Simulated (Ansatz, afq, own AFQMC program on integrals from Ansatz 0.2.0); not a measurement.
NH3, triplet in cc-pVTZ, levels against CCSDT(Q)

```yaml
atoms:
  - { symbol: H, position_ang: [-1.8509, 0.0594, 0.0000] }
  - { symbol: H, position_ang: [-0.9379, 0.0594, 0.0000] }
  - { symbol: N, position_ang: [0.1691, 0.0594, 0.0000] }
  - { symbol: H, position_ang: [0.4382, -0.9448, 0.0000] }
```

Basis cc-pVTZ. Noble-gas cores (and the filled d shells of Ga–Kr and In–Xe) are frozen. Integrals, coupled cluster, full CI and functionals: Ansatz 0.2.0; the random walks run on the same integrals in our own AFQMC program. The CISD trial takes its coefficients from CCSD amplitudes. Released means that phaseless walkers are propagated on without the constraint, phases kept. Error bars are statistical, one sigma.

Determinant: UHF, the one that the program's search chose, which needn't be the lowest solution. The geometry is a point of a scan.

No full CI on the walks' own integrals is used here; CCSDT(Q) serves as the reference and is uncertain by about the last step of the cluster series.

Cautions: lower spins were not checked.

* T1 diagnostic: 0.0159
* weight of the determinant in the CISD state: 0.926
* ⟨S²⟩ of the determinant: 2.039
* size of the correlated space: 8 electrons in 71 orbitals

Reference: CCSDT(Q), correlation energy -6.055 eV. The released energy is read at 2.40 1/Eh (meV from the phaseless value at times in 1/Eh: -14 ± 3 at 0.24, -15.1 ± 2.2 at 0.51, -19.5 ± 2.5 at 0.99, -15.9 ± 2.1 at 1.62, -12 ± 3 at 2.40).

```tsv
level	E − E(reference) (kJ/mol)	share of correlation (%)
HF	584.2	0.00
MP2	78.7	86.53
CCSD	19.2	96.72
CCSD(T)	2.2	99.63
CCSDT	0.7	99.89
ph-AFQMC/CISD	1.5 ± 0.4	99.75
released AFQMC	0.3 ± 0.3	99.95
```

A walk keeps the symmetry of its determinant, which the program's search chose and which needn't be the lowest solution, so a lower state of the same spin and another symmetry isn't excluded. Released energies are given only where the last usable release times agree within the noise; a slower fall can still hide under it.
